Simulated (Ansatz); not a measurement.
The first iterations of a band of C$_{2}$H$_{5}$O (8 atoms, charge -1, multiplicity 1).

Method: UKS r2SCANh-D4/6-31G (Ansatz 0.2.0).

| Quantity | Value |
| --- | --- |
| movable images | 7 |
| climbing image | yes |
| spring | 5.0 eV/Å² |
| optimiser | quadratic models (default) |
| start path | through a guess of the saddle point |
| force threshold | 0.05 eV/Å |
| iteration limit | 60 |
| end points | relaxed |

Image 0:

```xyz
8
Properties=species:S:1:pos:R:3
C -0.313 0.739 -0.337
C 0.066 -0.743 -0.317
O 0.755 -0.919 1.089
H -0.967 0.933 -1.209
H 0.579 1.384 -0.461
H -0.847 1.155 0.564
H -0.903 -1.292 -0.158
H 1.629 -1.257 0.829
```

Image 8:

```xyz
8
Properties=species:S:1:pos:R:3
C -0.346 1.014 0.026
C -0.318 -0.348 -0.367
O 0.901 -1.413 0.304
H -0.072 -0.534 -1.420
H 0.418 1.694 -0.363
H -0.729 1.273 1.017
H -1.183 -0.952 -0.064
H 1.329 -0.733 0.867
```

| iteration | highest image above the first end (eV) | largest band force component (eV/Å) |
| --- | --- | --- |
| 1 | 2.103 | 9.865 |
| 2 | 1.846 | 1.481 |

Does the band converge within its limit, and where does its top end?

The run converged. It ended after 8 iterations with the highest image 1.793 eV above the first end. A vibrational analysis at the climbing image gives one clearly imaginary mode, 1434i cm⁻¹: a first-order saddle point. The orbitals stay closed-shell, which can raise the energy where a bond breaks towards radicals; this wasn't checked here. Limits of this set-up: no polarisation functions, an anion without diffuse functions, the dipole of an ion depends on the origin.

Run time: 3.1 min on 1 thread of Arm Neoverse V1, on a shared host, peak memory 0.15 GiB.
